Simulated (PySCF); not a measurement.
O₂⁺: mean field, correlation and small terms against distance

State: doublet, unpaired electrons π ↑. ROHF-based CCSD(T) in PySCF 2.14 with O cc-pVTZ and O cc-pVQZ (frozen core orbitals: 2; no relativity). Correlation energies are extrapolated as n⁻³ (n = 3, 4), Hartree–Fock as (n+1)·exp(−9√n). CV is the change on freezing 0 orbitals instead, in O cc-pwCVTZ. SR is the spin-free X2C energy in O cc-pVTZ-DK less the non-relativistic one in O cc-pVTZ. All energies in eV from O⁺ + O.

```tsv
R (Å)	HF/CBS	CCSD corr.	(T)	CV	SR	total
0.9713	-0.664	-3.999	-0.3136	-0.0434	0.0062	-5.013
1.0155	-1.352	-4.264	-0.3643	-0.0321	0.0079	-6.004
1.0596	-1.543	-4.545	-0.4205	-0.0224	0.0085	-6.523
1.1038	-1.375	-4.843	-0.4825	-0.0140	0.0085	-6.706
1.1479	-0.948	-5.154	-0.5499	-0.0069	0.0079	-6.651
1.2031	-0.166	-5.557	-0.6417	0.0005	0.0069	-6.357
1.2583	0.793	-5.973	-0.7411	0.0065	0.0056	-5.909
```

A fit to the total gives Re = 1.1134 Å, De = 6.711 eV, ωe = 1950.1 cm⁻¹, Be = 1.700 cm⁻¹ (masses 15.9949 and 15.9949 u).

Task: At R = 1.1038 Å the CCSD correlation energy is -0.450258 hartree in the smaller basis and -0.477578 in the larger. Extrapolate it.

Result: (4³·E4 − 3³·E3)/(4³ − 3³) = -0.49751 hartree; the larger basis holds 96.0 % of it.

The T1 diagnostic is 0.014. The state was picked by a PBE0 search and need not be the measured ground state. Spin–orbit coupling, excitations beyond (T) and corrections to the Born–Oppenheimer picture are left out.
